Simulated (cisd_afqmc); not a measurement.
Input (AFQMC/CISD/aug-cc-pV(T+d)Z; cisd_afqmc is a phaseless AFQMC code with CISD trial states that reads the integrals written by Ansatz): A basis named .json is the Basis Set Exchange file of that set.

Ansatz 0.2 input:
```python
import cisd_afqmc

open("ham.yaml", "w").write("""\
crystal:
  periodic: [false, false, false]
  atoms:
    - {symbol: C, position_ang: [-0.00000000, -0.00000015, -1.12588608]}
    - {symbol: Cl, position_ang: [0.00000000, 0.00000009, 0.65682992]}
    - {symbol: H, position_ang: [-0.00000000, 1.02799294, -1.47026421]}
    - {symbol: H, position_ang: [0.89026817, -0.51399676, -1.47026401]}
    - {symbol: H, position_ang: [-0.89026817, -0.51399676, -1.47026401]}
basis:
  gaussian:
    orbitals: aug-cc-pV_T+d_Z.json
magnetization: {spin_polarized: false}
correlation: {method: ccsd, electrons: outside_noble_gas, hamiltonian_folder: ham}
""")
rep = cisd_afqmc.ansatz("ham.yaml")
e_ccsd = rep["correlation"]["coupled_cluster"]["energy"]["hartree"]
out = cisd_afqmc.run("ham", e_ccsd, trial="CISD", walkers=1000, populations=1, threads=12, dt=0.005, steps=40, early=24, settle=10, least=100,
    cut=5e-5, rank_cut=2e-4, target=0.0004, seconds=1000, seed=4, memory=62639, gpu=True)
```

Output:

```
orbitals 164, occupied [7], factors 869 of 959, rank of the doubles 311 of 1099
E(HF) = -499.149832
E(CCSD) on the cut factors = -499.561252, shift to the whole factors -0.000007
Energy of the trial state on the determinant = -499.561222
  tau behind 7.2 of longer steps, mean of the populations' last blocks
   2.0  -499.57989
   4.0  -499.57938
   6.0  -499.58105
   8.0  -499.58160
  10.0  -499.57913
  12.0  -499.57903
  14.0  -499.57946
  16.0  -499.57863
  18.0  -499.57665
  20.0  -499.57811
  22.0  -499.58094
blocks 100 (0 outliers left out), error by blocks joined: 1: 0.00020, 2: 0.00025, 4: 0.00033, 8: 0.00040
E(AFQMC/CISD) = -499.57940 +/- 0.00040
```

The error still grows at the longest joins of blocks, or few joins were possible, so the printed bar may be too narrow.
